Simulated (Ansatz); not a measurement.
## Multireference treatment of PH3, singlet

Program: Ansatz, Gaussian basis, development build; CASPT2, NEVPT3, NEVPT4(SD) by development code. Basis aug-cc-pV(D+d)Z on P, aug-cc-pVDZ on H, nonrelativistic, 5 orbitals frozen in the corrections. State-specific CASSCF; RHF is the lowest restricted (open-shell) Hartree–Fock solution met. Single-reference values can break down or jump between states where bonds are stretched. Solutions may break the symmetry of the shape. Lower solutions, or ones in other orbitals, may exist.

Geometry. A bond is stretched, to 1.64 times the sum of the covalent radii.

```xyz
4

P     0.1194    0.0000    0.0986
H    -0.1696    0.0000   -2.1460
H    -0.8103   -1.0398    0.3336
H    -0.8103    1.0398    0.3336
```

What do CASSCF and its corrections give against RHF in CAS(2,2), and what are the occupations?

CASSCF -1.183 eV, SC-NEVPT2 -4.536 eV, FIC-NEVPT2 -4.537 eV, NEVPT3 -5.165 eV, NEVPT4(SD) -5.355 eV, CASPT2 (IPEA 0) -4.622 eV; occupations 1.81, 0.19. The MRCI reference weight is 0.921.

How do single-reference totals in the same basis and frozen core stand against SC-NEVPT2 in CAS(2,2)?

CCSD(T) -0.861 eV, CCSDT -0.891 eV. Coupled cluster stands on the determinant that it favours, which can lie over the RHF solution above, and is in doubt where the occupations are far from 0, 1 and 2.
